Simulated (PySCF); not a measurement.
# Bond length, frequency and bond energy of SiB by level of theory

State: ⁴Σ⁻ (quartet), unpaired electrons σ ↑, π ↑↑. Set-up: PySCF, no relativity, basis sets Si 6-311G(d,p), B 6-311G(d,p). De refers to Si + B in their high-spin ground configurations, without counterpoise correction. The functionals are run spin-unrestricted. A positive dipole means Si(−)B(+).

| Level | Re (Å) | ωe (cm⁻¹) | De (eV) | μ (D) |
| --- | --- | --- | --- | --- |
| UHF | 1.866 | 865 | 2.29 | -0.06 |
| UHF-MP2 | 1.909 | 767 | 3.08 | n/a |
| UHF-SCS-MP2 | 1.908 | 757 | 2.71 | n/a |
| UHF-CCSD | 1.915 | 754 | 2.86 | n/a |
| UHF-CCSD(T) | 1.927 | 737 | 3.02 | n/a |
| PBE | 1.935 | 723 | 3.68 | -0.55 |
| PBEsol | 1.930 | 731 | 3.91 | -0.59 |
| r²SCAN | 1.914 | 763 | 3.64 | -0.32 |
| PBE0 | 1.910 | 766 | 3.47 | -0.41 |
| HSE06 | 1.911 | 763 | 3.46 | -0.43 |
| BHandHLYP | 1.895 | 781 | 2.94 | -0.41 |
| B2PLYP | 1.918 | 747 | 3.14 | -0.33 |

Which functional lies closest to UHF-CCSD(T) in De, which farthest, and by how much do they differ from it?

Closest is BHandHLYP (-3.2 pm in Re, +6.0 % in ωe, -0.08 eV in De against UHF-CCSD(T) in the same basis), farthest PBEsol (+0.3 pm in Re, -0.8 % in ωe, +0.89 eV in De). CCSD(T) converges more slowly with the basis than the functionals do and binds too weakly in this one, so the order can change at the basis-set limit.

What does the step from GGA to meta-GGA do here, going from PBE to r²SCAN?

r²SCAN less PBE: -2.1 pm in Re, +5.5 % in ωe, -0.04 eV in De. 

What does the triples do here, going from UHF-CCSD to UHF-CCSD(T)?

UHF-CCSD(T) less UHF-CCSD: +1.2 pm in Re, -2.3 % in ωe, +0.16 eV in De. Correlation nearly always deepens the well. The bond lengthens, as in strong covalent bonds, where excitations into antibonding orbitals dominate.

Correlated steps freeze 6 core orbitals. B2PLYP dipoles, levels and charges come from its SCF part alone. The CCSD T1 diagnostic is raised, a sign that a single reference may not be enough here. The state was picked by a PBE0 search and need not be the measured ground state.
